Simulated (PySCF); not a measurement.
Species: Z-3-amino-2-propenenitrile, C3H4N2.
Atom-mapped SMILES: `[N:1]#[C:2]/[CH:3]=[CH:4]\[NH2:5]` (hydrogens: H6 on C3; H7 on C4; H8, H9 on N5)

The geometry is computed with GFN2-xTB (gas phase).

What internal coordinates does the optimisation give?

```csv
bond,length (pm)
N1≡C2,115.0
C2–C3,139.9
C3=C4,134.8
C4–N5,135.6
C3–H6,107.8
C4–H7,108.2
"N5–H8, N5–H9",100.5
```

Bonds in one row agree within 1 pm and their mean is given. A selection of angles:
```csv
angle,degrees
N1–C2–C3,178.5
C2–C3–C4,121.8
C2–C3–H6,117.1
C4–C3–H6,121.1
C3–C4–N5,124.6
C3–C4–H7,120.1
N5–C4–H7,115.3
C4–N5–H8,120.0
C4–N5–H9,117.6
H8–N5–H9,117.5
```

Torsions: C2–C3–C4–N5 4° (synperiplanar). The mirror-image conformer, all signs reversed, is as good.

The C–N distances run from 1.150 Å (N1≡C2, drawn triple) to 1.356 Å (C4–N5, drawn single), a spread of 0.206 Å. N5 (enamine nitrogen) has angles 120.0°, 117.6° and 117.5°, sum 355.0°, 0.14 Å off the plane of its three neighbours. Of the pairs four or more bonds apart, C2···H9 is among the closest relative to their van der Waals radii: 2.53 Å, 87 % of the sum of Bondi's values. The C–C distances run from 1.348 Å (C3=C4, drawn double) to 1.399 Å (C2–C3, drawn single), a spread of 0.051 Å. The 5 heavy atoms lie in one plane (0.013 Å rms).

Point group: near Cs, missed by 0.24 Å at most; the miss may be what the optimiser left on a soft mode. No frequency check.
